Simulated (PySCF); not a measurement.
Species: CH₄, SMILES `C` (charge 0, multiplicity 1).

Q: Estimate the HOMO, dipole moment and LUMO that PySCF 2.14.0 with PBE-D3(BJ)/def2-TZVP returns for this input.

A: 
```json
{
  "HOMO": "-9.41 eV",
  "dipole_moment": "0.00 D",
  "LUMO": "0.89 eV"
}
```
